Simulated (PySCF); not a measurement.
**ORD: SMILES C(=C(C)F)=CF, C4H4F2**

Geometry:
| atom | x (Å) | y (Å) | z (Å) |
| --- | --- | --- | --- |
| C1 | -1.588 | -0.195 | -0.245 |
| C2 | -0.246 | 0.338 | -0.576 |
| F3 | -0.254 | 1.092 | -1.692 |
| C4 | 0.869 | 0.149 | 0.070 |
| C5 | 1.945 | -0.011 | 0.776 |
| F6 | 2.802 | -1.023 | 0.580 |
| H7 | -1.958 | -0.807 | -1.071 |
| H8 | -2.290 | 0.630 | -0.101 |
| H9 | -1.548 | -0.797 | 0.660 |
| H10 | 2.267 | 0.643 | 1.579 |

Theory: TDDFT CAM-B3LYP/def2-TZVPD circular dichroism and optical rotation, one conformer, gas phase in PySCF 2.14.0. Geometry: PBE0-D3(BJ)/def2-TZVP.

No stereocentre is labelled: unless the shape is locked (an allene, a helicene, a hindered biaryl), the mirror image is equally populated and a measured rotation or CD is zero.

Problem. What is the specific rotation at 633, 589.3, 546, 436, 405, 365, 355 nm?

Solution. [α] in deg dm⁻¹ (g/mL)⁻¹:
| λ (nm) | origin-invariant length gauge | modified velocity gauge | length gauge (centre of mass) | isotropic polarisability (au) |
| --- | --- | --- | --- | --- |
| 633 | +76.6 | +74.8 | +77.6 | 56.6 |
| 589.3 | +91.1 | +88.9 | +92.2 | 56.9 |
| 546 | +110.1 | +107.6 | +111.5 | 57.2 |
| 436 | +202.4 | +198.0 | +204.7 | 58.7 |
| 405 | +252.8 | +247.4 | +255.5 | 59.5 |
| 365 | +356.2 | +349.0 | +359.7 | 60.7 |
| 355 | +393.3 | +385.5 | +397.0 | 61.1 |

Problem. And for the mirror image at 589.3 nm?

Solution. -91.1 deg dm⁻¹ (g/mL)⁻¹ (origin-invariant length gauge): the same size and the opposite sign.

Problem. What is the molar rotation [Φ] = [α]·M/100 of the geometry above at 589.3 nm?

Solution. With M = 90.07 g/mol, +82.0 deg cm² dmol⁻¹ (origin-invariant length gauge).

The first excitation lies at 5.63 eV (220 nm) with R = +7.0 × 10⁻⁴⁰ esu² cm² (velocity form).
